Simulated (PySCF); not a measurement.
**Stationary points of SF4**

All numbers come from PySCF, PBE0, basis S def2-SVP, F def2-SVP (no relativity, density fitting).

Relaxations began from a few typed shapes. The search is not exhaustive: other isomers or separated fragments can lie lower, and high-lying points may rest on an excited occupation.

Order these stationary points by electronic energy, lowest first, in kJ/mol from the lowest minimum.
A. singlet Td: S–F 1.729 Å (×4); F–S–F 109.5° (×6)
B. singlet C4v: S–F 1.632 Å (×4); F–S–F 83.4° (×4), F–S–F 140.4° (×2)
C. singlet D4h: S–F 1.683 Å (×4); F–S–F 90.0° (×4), F–S–F 180.0° (×2)
D. singlet C2v: S–F 1.581 Å (×2), S–F 1.658 Å (×2); F–S–F 87.5° (×4), F–S–F 101.2°, F–S–F 172.2°

D (0.0), B (40.1), A (304.9), C (307.9).

Which of them are minima?

By energy in kJ/mol, 0.0: minimum; 40.1: saddle point, 1 imaginary mode; 304.9: saddle point, 3 imaginary modes; 307.9: saddle point, 2 imaginary modes.

Counting electrons, sulfur keeps 2 of its valence electrons outside its bonds, so the VSEPR class is AX4E1 and the expected shape is see-saw (C2v), as computed.
